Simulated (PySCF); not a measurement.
Species: C3H3 (doublet state).
Geometry (PBE0-D3(BJ)/def2-SVP, Å), atoms numbered from 1 in this order:
```
atom  x, y, z in Å
C1    -0.4756   -0.7458    0.2860
C2    -0.3404    0.6861    0.0501
C3     0.7668   -0.0239    0.0428
H4    -0.9725   -1.5145   -0.3263
H5    -0.8218    1.6575   -0.0390
H6     1.8497   -0.0554   -0.0567
```

The calculation used PBE0-D3(BJ)/def2-SVP geometry optimisation, gas phase (PySCF 2.14.0).

Take the most abundant isotopes and a rigid rotor. 

Question: Give the principal moments of inertia and the rotational constants in cm⁻¹.

Answer: Ia = 15.94, Ib = 18.88, Ic = 33.85 u·Å²; 505379 MHz·u·Å²/I gives 31701, 26762 and 14929 MHz, that is A = 1.05743, B = 0.89269, C = 0.49799 cm⁻¹.

Question: What kind of rotor is it?

Answer: An asymmetric top. Ray's parameter κ = (2B − A − C)/(A − C) = 0.411; −1 is the prolate and +1 the oblate limit.

Question: Is it planar, by Δ = Ic − Ia − Ib?

Answer: Not planar: Δ = Ic − Ia − Ib = -0.97 u·Å². For a rigid frame Δ = −2 Σ m c², so Σ m c² = 0.49 u·Å² lies off the ab plane: 0.40 from hydrogen and 0.09 from heavier atoms. The atom farthest from that plane is 0.63 Å away.

Question: Predict some low-J microwave lines.

Answer: The dipole components are |μa| = 1.26 D, |μb| = 0.00 D, |μc| = 0.75 D; the mirror of this Cs structure is the ac plane, so μb vanishes by symmetry and there are no b-type lines. Intensities carry the squares of the components, which stand as 1.00 : 0.35 (a : c). Some lines, for components of 0.1 D or more:

| type | branch | J(Ka,Kc) | MHz | lower level (cm⁻¹) |
| --- | --- | --- | --- | --- |
| c | Q | 2(1,2) ← 2(0,2) | 1252 | 3.900 |
| c | Q | 1(1,1) ← 1(0,1) | 4939 | 1.391 |
| a | Q | 2(2,0) ← 2(2,1) | 8146 | 5.620 |
| a | Q | 1(1,0) ← 1(1,1) | 11833 | 1.555 |
| c | Q | 2(2,1) ← 2(1,1) | 14816 | 5.126 |
| a | Q | 2(1,1) ← 2(1,2) | 35498 | 3.942 |
| a | R | 1(0,1) ← 0(0,0) | 41691 | 0.000 |
| c | R | 1(1,0) ← 0(0,0) | 58463 | 0.000 |
| a | R | 2(1,2) ← 1(1,1) | 71550 | 1.555 |
| a | R | 2(0,2) ← 1(0,1) | 75237 | 1.391 |
| a | R | 2(1,1) ← 1(1,0) | 95215 | 1.950 |
| c | R | 2(1,1) ← 1(0,1) | 111987 | 1.391 |
| c | R | 2(2,0) ← 1(1,0) | 118177 | 1.950 |
| c | R | 2(2,1) ← 1(1,1) | 121865 | 1.555 |

Question: Estimate the classical rotational partition function at 10 K, 25 K and 200 K.

Answer: Point group Cs, symmetry number σ = 1; q = (√π/σ)·√((kT/h)³/(ABC)), k/h = 20836.6 MHz/K: 47.4 at 10 K, 187 at 25 K, 4240 at 200 K.

For this open shell read J as N, the rotation without spin; fine and hyperfine splittings come on top. Not checked by PBE0-D3(BJ)/def2-SVP frequencies. ⟨S²⟩ = 0.753 (exact for a doublet: 0.75). Zero-point vibration and centrifugal distortion are left out.

On an x86-64 server with one thread, no GPU, shared host, this took 8.4 s wall. That covers the optimisation of the geometry.
